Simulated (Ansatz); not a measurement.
# C₄H₅Cl: small, medium and large basis sets

How large a basis does C₄H₅Cl need? Two functionals are run in growing sets.

The runs use Ansatz 0.2.0, Gaussian basis; one geometry, several basis sets.

Levels to be run: PBE0-D4/def2-SVP; ωB97M-V/def2-SVP; PBE0-D4/def2-QZVPP; ωB97M-V/def2-QZVPP; the functionals' def2-TZVPP values are taken from earlier runs.

### 1 Structure used throughout

The geometry comes from an earlier relaxation with PBE0-D4 in a triple-zeta def2 set; it is a stationary point, not always the lowest conformer.

SMILES `ClC1C=CC1`, 10 atoms, charge 0, spin multiplicity 1.

Atoms are counted from 1 here; the program's logs count them from 0.

Bond lengths: Cl1–C2 1.786 Å, C2–C3 1.498 Å, C2–C5 1.553 Å, C2–H6 1.090 Å, C3–C4 1.334 Å, C3–H7 1.082 Å, C4–C5 1.508 Å, C4–H8 1.084 Å, C5–H9 1.091 Å, C5–H10 1.093 Å. Angles: Cl1–C2–C3 116.7°, Cl1–C2–C5 116.1°, Cl1–C2–H6 106.1°, C3–C2–C5 86.8°, C3–C2–H6 116.0°, C5–C2–H6 114.8°, C2–C3–C4 93.4°, C2–C3–H7 131.6°, C4–C3–H7 134.9°, C3–C4–C5 94.8°, C3–C4–H8 133.3°, C5–C4–H8 131.9°, C2–C5–C4 84.8°, C2–C5–H9 112.9°, C2–C5–H10 115.6°, C4–C5–H9 115.2°, C4–C5–H10 117.3°, H9–C5–H10 109.4°.

As a file:

```
Cl   -1.8713    0.1222    1.5282
C    -0.2866    0.4075    0.7560
C     0.6078   -0.7830    0.5958
C     0.6707   -0.6580   -0.7308
C    -0.2890    0.5038   -0.7940
H     0.1485    1.2661    1.2670
H     1.0506   -1.4521    1.3221
H     1.2276   -1.1796   -1.5002
H    -1.2628    0.2794   -1.2319
H     0.0877    1.4426   -1.2091
```

### 2 PBE0-D4 in def2-SVP

in.yaml

```yaml
crystal:
  periodic: [false, false, false]
  atoms:
    - {symbol: Cl, position_ang: [-1.871297, 0.122211, 1.528169]}
    - {symbol: C, position_ang: [-0.286644, 0.407456, 0.756035]}
    - {symbol: C, position_ang: [0.607783, -0.782963, 0.595766]}
    - {symbol: C, position_ang: [0.670732, -0.658032, -0.730821]}
    - {symbol: C, position_ang: [-0.289029, 0.503810, -0.794008]}
    - {symbol: H, position_ang: [0.148496, 1.266085, 1.267042]}
    - {symbol: H, position_ang: [1.050601, -1.452143, 1.322055]}
    - {symbol: H, position_ang: [1.227575, -1.179579, -1.500194]}
    - {symbol: H, position_ang: [-1.262829, 0.279422, -1.231929]}
    - {symbol: H, position_ang: [0.087711, 1.442633, -1.209115]}
basis:
  gaussian: {orbitals: def2-SVP}
hamiltonian: {xc: pbe0, dispersion: d4}
output: {orbitals: {seedname: orbitals}}
```

The runs that follow: ωB97M-V in def2-SVP; PBE0-D4 in def2-QZVPP; ωB97M-V in def2-QZVPP.

Q: Predict the results of all the runs planned. Wanted: PBE0-D4: double and triple zeta above quadruple; ωB97M-V: double and triple zeta above quadruple.

**Answer**, as computed:

| quantity | value |
| --- | --- |
| PBE0-D4: double and triple zeta above quadruple | 9.50, 0.60 eV |
| ωB97M-V: double and triple zeta above quadruple | 9.65, 0.57 eV |

**Reading.** PBE0-D4 gains 8.90 eV from double to triple zeta, then 0.60 eV more. Total energies overstate the basis error of differences, where much of it tends to cancel.
